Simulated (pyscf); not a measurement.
# Addition across a multiple bond or ene-type step: O=Ga–OH (SMILES [O]=[Ga][OH]) + H₂C=CH₂ (SMILES C=C) -> H₂C=CH–Ga(OH)–OH (SMILES C=[CH][Ga]([OH])[OH])

Gas phase, singlet surface, charge 0. Bonds broken: C5–H7. Bonds formed: O1–H7, Ga2–C5. Structures and frequencies: ωB97X-D3(BJ)/def2-SVP in PySCF.

Transition state (Å):

```xyz
10

O      0.7462    -1.1475     1.2189
Ga    -0.8804    -1.0255     0.7017
O     -2.6062    -1.3646     0.6770
H     -3.1161    -0.8281     0.0593
C      0.1163     0.2335    -0.8999
C     -0.4830     1.3772    -0.4991
H      0.8109    -0.4522     0.0775
H      0.0850    -0.0010    -1.9742
H     -0.4591     1.6794     0.5603
H     -0.9742     2.0906    -1.1769
```

One imaginary mode, 1699i cm⁻¹; descent along it reached the two sides named, in the forms told below.

```json
[
 {"bond": "C5–H7", "change": "breaks", "reactant side (Å)": "1.096", "saddle": "1.381", "product side": "3.3"},
 {"bond": "O1–H7", "change": "forms", "reactant side (Å)": "2.7", "saddle": "1.338", "product side": "0.962"},
 {"bond": "Ga2–C5", "change": "forms", "reactant side (Å)": "2.9", "saddle": "2.268", "product side": "1.944"}
]
```

Electronic energies relative to the separated reactants (kcal/mol):

| level | barrier | reaction energy | reverse barrier |
|---|---|---|---|
| ωB97X-D3(BJ)/def2-TZVP | 16.4 | -57.1 | 73.5 |
| PBE/def2-TZVP | 17.4 | -44.9 | 62.3 |
| r²SCAN/def2-TZVP | 15.7 | -51.3 | 67.0 |
| B3LYP-D3(BJ)/def2-TZVP | 20.1 | -50.1 | 70.2 |
| PBE0-D3(BJ)/def2-TZVP | 14.8 | -54.6 | 69.4 |
| M06-2X/def2-TZVP | 14.2 | -59.7 | 73.9 |
| ωB97M-D3(BJ)/def2-TZVP | 18.4 | -54.0 | 72.4 |
| HF/def2-TZVP | 28.0 | -62.7 | 90.7 |

With ωB97M-D3(BJ)/def2-TZVP energies and thermal terms (ideal gas, 1 atm, RRHO with modes under 100 cm⁻¹ raised to 100, one conformer, R ln 2 for chiral ones without a mode under 150 cm⁻¹), in kcal/mol:

```csv
T (K),ΔH‡,ΔG‡,ΔH,ΔG
298,16.4,26.2,-52.6,-42.8
600,17.1,35.9,-51.3,-33.4
900,17.9,45.1,-50.0,-24.8
1200,18.8,54.1,-48.8,-16.6
```

On the reactant side the descent ends in a bound adduct, 9.7 kcal/mol under the separated species and 26.1 kcal/mol under the saddle at ωB97X-D3(BJ)/def2-TZVP. On the product side the descent ends in a point that may be a rotor saddle (no frequency run), 2.1 kcal/mol over the lowest minimum found and 71.4 kcal/mol under the saddle at ωB97X-D3(BJ)/def2-TZVP. The same reactants have a lower exit, to cyclic C₂H₅GaO₂ (SMILES [OH][Ga]1[CH2]C[O]1) (barrier +2.4 kcal/mol at ωB97M-D3(BJ)/def2-TZVP, against +18.4 kcal/mol here). One saddle was located; it need not be the lowest between these sides. Elements up to Kr have no core potential and no relativistic terms here.
